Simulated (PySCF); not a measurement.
## SiO under electron impact: the energy ladder

CCSD(T) in PySCF with def2-TZVPPD on every atom, for the lowest determinant that a PBE0 search found; no spin–orbit coupling.

```csv
species,state (unpaired electrons),Re (Å),ωe (cm⁻¹),energy of the minimum from the neutral (eV),De (eV),dissociates to
SiO,singlet (closed shell),1.523,1221,0.00,7.97,Si + O
SiO⁺,doublet (σ ↑),1.532,1132,11.52,4.56,Si⁺ + O
```

**Question.** Work out the lowest energy to break SiO into atoms, from its vibrational ground state.

**Answer.** D0 = De − ωe/2 = 7.97 − 0.08 = 7.89 eV (CCSD(T)/def2-TZVPPD).

**Question.** Work out the ionisation energy of the Si atom at this level and the threshold of dissociative ionisation.

**Answer.** IE(Si) = 11.52 + 4.56 − 7.97 = 8.11 eV, so Si⁺ + O + e⁻ appears at D0 + IE(Si) = 16.00 eV (CCSD(T)/def2-TZVPPD). The measured IE(Si) is 8.152 eV (NIST ASD).

These are thermodynamic thresholds; the onsets seen under electron impact lie higher where the geometry changes, and cross-sections peak well above them.

Correlated steps freeze 6 core orbitals. For an ion De counts to the pair picked by the measured ionisation energies or electron affinities, which need not be the lowest pair at this level. Where the molecule has an RHF reference, its open-shell atoms are computed with UHF. The CCSD T1 diagnostic is raised in SiO, SiO⁺, a sign that a single reference may not be enough there. States were picked by a PBE0 search and need not be the measured ground states.
